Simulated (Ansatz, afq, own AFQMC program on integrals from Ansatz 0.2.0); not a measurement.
Two steps: Ansatz 0.2.0 writes the Fock matrix and Cholesky factors of the valence space, and afq projects on them the lowest state that overlaps trial and start.

```yaml
crystal:
  periodic: [false, false, false]
  atoms:
    - {symbol: Si, position_ang: [0.000000, 0.000000, 0.000000]}
    - {symbol: H, position_ang: [-0.013104, 1.233767, 1.225204]}
    - {symbol: H, position_ang: [-0.018757, -1.225268, 1.233630]}
    - {symbol: H, position_ang: [0.018757, 1.225268, -1.233630]}
    - {symbol: H, position_ang: [0.013104, -1.233767, -1.225204]}
basis:
  gaussian: {orbitals: 6-31G}
magnetization: {spin_polarized: false, initial_magnetization: 2}
correlation: {method: ccsd_t, electrons: outside_noble_gas, hamiltonian_folder: ham}
```

```sh
$ ansatz run in.yaml --threads 1 --pin off --events-out ev --progress --plain --max-ram 1382MiB
```

Options of the walk:

```
--method free --trial cisd --walkers 200 --time-step 0.03 --max-blocks 80 --target-error 0.00034 --factor-cut 1e-05 --seed 2678 --times 0,0.3,0.6,1.2,1.8,2.4,3.6,4.8,6 --taylor-order 8
```

Times are imaginary, in 1/Eh. The walk had a cap of 533 s.

Log:

```
orbitals 16  electrons 5 3  factors 105 of 268
reference energy -290.95682530 Eh
CCSD correlation -0.11057045 Eh in 10 cycles, weight of the determinant in the CISD state 0.8805
repeat  energy at the last time / Eh  error
    10  -291.070617  0.000320
    20  -291.070467  0.000189
    30  -291.070333  0.000146
time / (1/Eh)  energy / Eh  error  mean overlap
  0.00  -291.067406  0.000055  1.1357
  0.30  -291.068439  0.000068  1.1389
  0.60  -291.069176  0.000069  1.1352
  1.20  -291.069919  0.000070  1.1418
  1.80  -291.070363  0.000077  1.1369
  2.40  -291.070564  0.000104  1.1309
  3.60  -291.070558  0.000112  1.1407
  4.80  -291.070466  0.000126  1.1608
  6.00  -291.070332  0.000141  1.1758
energy -291.070332 +/- 0.000141 Eh
```

The run passed its tests (error under three times the target), which doesn't prove that it has relaxed.

Against this walk (error 3.8 meV) on the same determinant: CCSD(T) 16.7 meV higher, CCSDT(Q) 9.8 meV lower, CCSDTQ 8.6 meV lower, full CI (a separate run on its own orbitals, whose frozen core shifts it by up to a few meV) 8.7 meV lower. The error is statistical, and a free projection of finite length keeps a remainder of its start.

Cautions: remainder of the start not in the error; lower spins were not checked; a spin-contaminated unrestricted determinant lies lower (UHF 248 meV lower, ⟨S²⟩ 2.05); full CI with its own frozen core.

The walk took 53 s on 1 thread of Arm Neoverse V1 (shared host). The log's last line is the free-projection energy.

CCSDT and higher add their correlation energy to the determinant of the CCSD(T) run, since their own runs factorise the integrals more tightly (a shift of under 2 meV). A walk keeps the symmetry of its determinant, which the program's search chose and which needn't be the lowest solution, so a lower state of the same spin and another symmetry isn't excluded.
